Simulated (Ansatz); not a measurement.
## [H···H···Cl], doublet: the ladder up to full CI

Geometry: a point of a hydrogen-transfer path between rigid fragments, not a stationary point.

```yaml
atoms:
  - { symbol: H, position_ang: [0.0000, 0.0000, -1.0970] }
  - { symbol: H, position_ang: [0.0000, 0.0000, -0.2170] }
  - { symbol: Cl, position_ang: [0.0000, 0.0000, 1.3140] }
```

Basis cc-pVDZ; Ansatz 0.2.0. Correlated methods freeze the noble-gas cores, which leaves 9 electrons in 23 orbitals. Prefix R: restricted or restricted open-shell reference; prefix U: unrestricted. Active spaces: pair = (3e, 3o) about the gap; valence = (9e, 6o) chosen from the atoms' valence shells.

Full CI is exact within this basis and frozen core; it isn't the basis-set limit. The frozen core follows each run's orbitals, which can shift R against U totals by a few meV.

For open shells CISD is restricted-active-space CI with the open shells as a complete middle space.

```
UHF ⟨S²⟩                          : 0.789
T1 diagnostic (RCCSD)             : 0.0206
largest doubles amplitude (RCCSD) : 0.067
T1 diagnostic (UCCSD)             : 0.0132
```

```
   level  E − E(RHF) (eV)
     UHF          -0.3076
    RMP2          -4.4673
    UMP2          -4.4129
   RCCSD          -5.0412
   UCCSD          -5.0463
RCCSD(T)          -5.1183
UCCSD(T)          -5.1178
```

Estimate how far full CI in cc-pVDZ lies from RCCSD(T). The table doesn't fix it; the size of (T) and the diagnostics are the guide.

Full CI in cc-pVDZ lies 1.7 kJ/mol below RCCSD(T), which is 23 % of the (T) step (-7.4 kJ/mol). The diagnostics are small and one determinant leads, so the series closes fast and only a small part of (T) is left.

The other levels:

```tsv
level	E − E(full CI) (kJ/mol)	share of correlation (%)	wall time
CISD	32.5	93.44	0.62 s
BCCD(T)	1.7	99.65	0.84 s
RCCSDT	0.7	99.85	–
UCCSDT	0.7	99.86	–
RCCSDT(Q)	0.1	99.99	4.3 s
UCCSDT(Q)	0.0	99.99	3.6 s
RCCSDTQ	0.0	100.00	10 s (H100)
UCCSDTQ	0.0	100.00	10 s (H100)
CASSCF (pair space)	422.7	14.69	–
NEVPT2 (pair space)	56.8	88.53	0.48 s
MRCISD (pair space)	23.8	95.19	–
MRCISD+Q (pair space)	0.1	99.99	0.61 s
CASSCF (valence space)	417.7	15.71	–
NEVPT2 (valence space)	93.8	81.08	0.43 s
MRCISD (valence space)	23.2	95.32	–
MRCISD+Q (valence space)	0.1	99.98	0.73 s
```

The correlation energy at full CI, counted from RHF, is -5.136 eV. That run took 10 s on 2 threads of AMD EPYC 7R13 with a shared H100 80 GB, shared host over 74,488,220 determinants.

Times hold each run's SCF and search for its determinant on a shared host, so for small cases they say little of a method's own cost; rows without a card ran on 1 thread of AMD EPYC 7R13.

The full-CI state has the irrep A1 of C2v, in the program's axes (one component, if the state is degenerate).

Natural occupations of full CI about the gap: 1.979 1.964 1.964 1.948 0.998 0.036 0.014 0.014 0.014 0.014; effectively unpaired electrons, Σ n²(2−n)², 1.03.
